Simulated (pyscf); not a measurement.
:HSi–O–PH₂ [singlet] + H₂ → H₃Si–O–PH₂, an insertion (singlet surface; H–H broken, H–Si, H–Si formed). Structures and frequencies: ωB97X-D3(BJ)/def2-SVP in PySCF. Energies in kJ/mol from the separated reactants.

AM1 to PM7: differences of heats of formation from MOPAC, which are fitted to 298 K values and so differ in kind from electronic energies by zero-point and thermal terms. 

Problem. In single points PM6 puts the saddle at 116.6 kJ/mol and the reaction energy at -145.0 kJ/mol. Should these be trusted to within a few kcal/mol? Compare with ωB97M-D3(BJ)/def2-TZVP.

Solution. ωB97M-D3(BJ)/def2-TZVP gives ΔE‡ = 87.4 kJ/mol and ΔE = -200.8 kJ/mol. PM6 lies 29.2 kJ/mol over it in the barrier and 55.8 kJ/mol over it in the reaction energy, so on this step it does not hold to within 12.6 kJ/mol. ωB97M-D3(BJ)/def2-TZVP has limits of its own. :HSi–O–PH₂ [singlet] lies 68.2 kJ/mol over its isomer HO–SiH=PH (electronic energy, ωB97M-D3(BJ)/def2-TZVP). H₃Si–O–PH₂ lies 23.9 kJ/mol over its isomer HO–SiH₂–PH₂ (electronic energy, ωB97M-D3(BJ)/def2-TZVP). One saddle was located; it need not be the lowest between these sides.
